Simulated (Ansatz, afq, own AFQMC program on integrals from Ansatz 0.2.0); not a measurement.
Integrals from Ansatz 0.2.0, then the random walk in our own AFQMC program (afq).

```yaml
crystal:
  periodic: [false, false, false]
  atoms:
    - {symbol: N, position_ang: [0.000000, 0.000000, 0.000000]}
    - {symbol: H, position_ang: [0.000000, 0.000000, 3.593000]}
basis:
  gaussian: {orbitals: cc-pVDZ}
magnetization: {spin_polarized: false, initial_magnetization: 2}
correlation: {method: ccsd_t, electrons: outside_noble_gas, hamiltonian_folder: ham}
```

```sh
$ ansatz run in.yaml --threads 1 --pin off --events-out ev --progress --plain --max-ram 16896MiB --backend cuda --devices 0, --max-vram 18GiB
```

Options of the walk:

```
--method free --trial mp1 --walkers 20 --time-step 0.05 --max-blocks 30 --target-error 0.00116 --factor-cut 1e-06 --seed 2239 --times 0,2,5,8,12 --taylor-order 6
```

Times are imaginary, in 1/Eh. The walk had a cap of 60 s.

```
orbitals 18  electrons 4 2  factors 95 of 179
reference energy -54.63570070 Eh
CCSD correlation -0.34122978 Eh in 34 cycles, weight of the determinant in the CISD state 0.2557
repeat  energy at the last time / Eh  error
    10  -55.007700  0.013322
    20  -54.997462  0.007531
    30  -54.994475  0.006116
time / (1/Eh)  energy / Eh  error  mean overlap
  0.00  -54.976929  0.000768  1.6331
  2.00  -54.981392  0.002132  1.5746
  5.00  -54.973898  0.002135  1.5842
  8.00  -54.980356  0.005405  1.4490
 12.00  -54.994475  0.006116  1.4001
energy -54.994475 +/- 0.006116 Eh
```

The run failed at least one of its tests; the cautions name the faults.

Against this walk (error 166.4 meV) on the same determinant: CCSD(T) 443.6 meV higher, CCSDTQ 447.6 meV higher, full CI 447.2 meV higher. The error is statistical, and a free projection of finite length keeps a remainder of its start.

A setting was made bad on purpose (projection too long), so the walk's energy isn't to be trusted.

Cautions: remainder of the start not in the error; phase noise grows fast; error above the target (166.4 against 31.6 meV); lower spins were not checked; a spin-contaminated unrestricted determinant lies lower (UHF 6.93 eV lower, ⟨S²⟩ 3.00); the search met a lower determinant of the same kind, perhaps of another symmetry (3.04 eV lower); strong correlation (T1 0.401, weight of the determinant 0.26, largest double 0.08); the CCSD(T) amplitudes may be one of several solutions (largest double 0.08); the CCSDTQ amplitudes may be one of several solutions (largest double 0.64); the next higher spin lies close (full CI puts it 6 meV above); so few walkers bias the energy; the time-step error isn't removed.

CCSDT and higher add their correlation energy to the determinant of the CCSD(T) run, since their own runs factorise the integrals more tightly (a shift of under 2 meV). A walk keeps the symmetry of its determinant, which the program's search chose and which needn't be the lowest solution, so a lower state of the same spin and another symmetry isn't excluded.
